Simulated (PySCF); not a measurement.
Input of a run (PBE0/6-31+G* geometry optimisation, gas phase (PySCF 2.14.0)), started from GFN2-xTB:
```
{"job": {"xc": "PBE0", "basis": "6-31+G*", "grid": 1, "kind": "geom"}, "charge": 1, "multiplicity": 1}
C     -0.046086     1.146162    -0.101862
C     -1.239638     0.430584    -0.046886
C     -1.283897    -0.937501     0.069143
S      0.079203    -1.934407     0.162261
C      1.356754    -0.829335     0.078006
C      1.201606     0.530451    -0.040220
H     -0.089886     2.221483    -0.195372
H     -2.175425     0.970459    -0.097332
H     -2.227278    -1.463673     0.108265
H      2.339698    -1.276486     0.124643
H      2.090373     1.144935    -0.086609
```

Output (energies in Eh, forces in Eh/bohr):
```
step   0  E = -591.06425250  max force = 0.004871
step   1  E = -591.06462697  max force = 0.001797
step   2  E = -591.06462574  max force = 0.001237
step   3  E = -591.06463179  max force = 0.000254
optimisation converged
```

**Question.** Summarise the run.

**Answer.** The energy falls by 1.00 kJ/mol over 4 energy and gradient evaluations, the largest force component goes from 0.0049 to 2.5e-04 Eh/bohr, and the atoms move by 0.012 Å rms after alignment. Among the bonds, C1–C2, C2–C3, C5–C6, C1–C6, C1–H7, C3–H9 and C5–H10 change most and about equally (+0.006 to +0.007 Å). Bonds longer at the end by more than 0.005 Å: 9 of 11; shorter: 0. The energy rose by more than 1e-6 Eh at step 2. The first step brought 99 % of the lowering.

**Question.** What are the final bond lengths?

**Answer.** C1–C2 1.398 Å, C2–C3 1.381 Å, C3–S4 1.688 Å, S4–C5 1.688 Å, C5–C6 1.381 Å, C1–C6 1.398 Å, C1–H7 1.087 Å, C2–H8 1.087 Å, C3–H9 1.088 Å, C5–H10 1.088 Å, C6–H11 1.087 Å. Numbering counts from 1 in the input's order; the species is `c1cccc[s+]1`.

The run used 122 basis functions and 25 SCF cycles in all.

No PBE0/6-31+G* frequencies stand behind this structure, so it isn't proved a minimum. Isolated species at its PBE0/6-31+G* geometry, gas phase.
